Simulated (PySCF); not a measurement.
# Löwdin shares of the frontier orbitals

Species: C4H6N2.
Numbering: `[H]/[N:3]=[C:2](/[CH3:1])[CH2:4][C:5]#[N:6]` (hydrogens: H7, H8, H9 on C1; H10 on N3; H11, H12 on C4)

Geometry (GFN2-xTB, Å), atoms numbered from 1 in this order:
```
atom  x, y, z in Å
C1     1.483    0.115   -0.075
C2     0.082    0.472   -0.446
N3    -0.154    1.573   -0.991
C4    -0.963   -0.591   -0.105
C5    -1.070   -0.725    1.323
N6    -1.137   -0.810    2.461
H7     1.806   -0.767   -0.628
H8     2.145    0.945   -0.303
H9     1.537   -0.117    0.988
H10   -1.125    1.776   -1.217
H11   -0.660   -1.555   -0.524
H12   -1.943   -0.317   -0.509
```

Level of theory: TDDFT PBE0/def2-SVPD, vertical, gas phase, core orbitals frozen in the response in PySCF.

Kohn–Sham orbitals with the atoms that hold most of them (Löwdin shares over 4%, at most four atoms; ? is withheld):

```
orbital  ε (eV)                            atoms
 HOMO-3  -10.05     N6 45%, C5 36%, C4 6%, N3 6%
 HOMO-2   -9.79    N6 46%, C5 34%, C4 9%, H12 4%
 HOMO-1   -9.43                                ?
   HOMO       ?    N3 58%, C2 12%, H10 8%, C4 8%
   LUMO   -0.69                                ?
 LUMO+1    0.23  C4 19%, C5 15%, C2 12%, H12 10%
 LUMO+2    0.57  N6 30%, C5 25%, C4 15%, H12 11%
```

Q: Which atoms hold the LUMO, and with what shares?

A: N3 (bonded to C and H) 30%; C2 (bonded to 2 C and N) 30%; C4 (bonded to 2 C and 2 H) 8%; N6 (bonded to C) 6%. By element: carbon 38% or more, nitrogen 37%.

Q: Which atoms hold the HOMO-1, and with what shares?

A: N3 (bonded to C and H) 45%; C2 (bonded to 2 C and N) 28%; C1 (bonded to C and 3 H) 9%. By element: nitrogen 45% or more, carbon 37% or more.

Q: What is the HOMO energy, and the HOMO–LUMO gap?

A: ε(HOMO) = -7.89 eV; the gap is 7.20 eV (0.2646 hartree).

Q: How does S1 compare with the orbital gap of 7.20 eV?

A: S1 is at 5.27 eV (f = 0.0012), 1.93 eV below the gap, made of HOMO→LUMO (95%). 

Q: One configuration dominates each of S1, S2 and S4. Which, and how do the shares of the two leading atoms of either orbital change from the occupied to the empty one?

A: 
- S1 (5.27 eV, f 0.0012), HOMO→LUMO (95%): N3 58% → 30%, C2 12% → 30%
- S2 (6.89 eV, f 0.023), HOMO→LUMO+1 (91%): N3 58% → at most 11%, C2 12% → 12%, C4 8% → 19%, C5 at most 8% → 15%
- S4 (7.58 eV, f 0.0020), HOMO-2→LUMO (77%): N6 46% → 6%, C5 34% → at most 7%, N3 at most 5% → 30%, C2 at most 5% → 30%

Löwdin shares depend on the basis, the more so with diffuse functions.

One conformer stands for the species.
